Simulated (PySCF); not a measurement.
# Gas-phase thermal properties of AlO

Method: PySCF energies (xtb for GFN2) plus ideal-gas RRHO corrections (1 bar). 'Table' is the NASA 1993 thermochemical table (part measured, part estimated). 6-31G* has spherical d functions here. Open shells (unrestricted): AlO (multiplicity 2). GFN2 has no spin-polarisation term. B3LYP is the form with VWN-RPA correlation. The harmonic model lacks anharmonicity and excited electronic states, which grow with temperature; levels with a mode under 35 cm⁻¹ are left out. The table's entry may be an old estimate for AlO (not checked at source).

```json
[
 {"level": "table", "point group": "-", "σ": "-", "ZPE (kJ/mol)": "-", "S°298 (J/mol/K)": "218.4", "Cp298 (J/mol/K)": "30.9", "S°1000 (J/mol/K)": "259.7", "H1000 − H298 (kJ/mol)": "24.4"},
 {"level": "B3LYP/6-31G*", "point group": "C∞v", "σ": "1", "ZPE (kJ/mol)": "5.7", "S°298 (J/mol/K)": "218.6", "Cp298 (J/mol/K)": "30.9", "S°1000 (J/mol/K)": "259.7", "H1000 − H298 (kJ/mol)": "24.2"},
 {"level": "GFN2-xTB", "point group": "C∞v", "σ": "1", "ZPE (kJ/mol)": "6.6", "S°298 (J/mol/K)": "217.6", "Cp298 (J/mol/K)": "30.2", "S°1000 (J/mol/K)": "257.9", "H1000 − H298 (kJ/mol)": "23.7"},
 {"level": "PBE/def2-SVP", "point group": "C∞v", "σ": "1", "ZPE (kJ/mol)": "5.7", "S°298 (J/mol/K)": "218.6", "Cp298 (J/mol/K)": "30.9", "S°1000 (J/mol/K)": "259.6", "H1000 − H298 (kJ/mol)": "24.2"},
 {"level": "PBE0/def2-TZVP", "point group": "C∞v", "σ": "1", "ZPE (kJ/mol)": "5.8", "S°298 (J/mol/K)": "218.3", "Cp298 (J/mol/K)": "30.8", "S°1000 (J/mol/K)": "259.3", "H1000 − H298 (kJ/mol)": "24.1"}
]
```
σ: rotational symmetry number. Electronic degeneracy used: 2. Frequencies are unscaled.
